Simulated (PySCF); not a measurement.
Excitations are Tamm–Dancoff values on a coarser integration grid. The basis has no diffuse functions, so Rydberg states are missing or too high.

Species: CH3Cl, SMILES `CCl` (charge 0, multiplicity 1).

Question: What dipole moment, S1–T1 gap (TDA) and HOMO does PySCF 2.14.0 with TPSSh-D3(BJ)/def2-TZVP // PBE0-D3(BJ)/def2-TZVP give?

Answer: 
```yaml
dipole_moment: 1.92 D
S1–T1 gap (TDA): 0.84 eV
HOMO: -7.67 eV
```
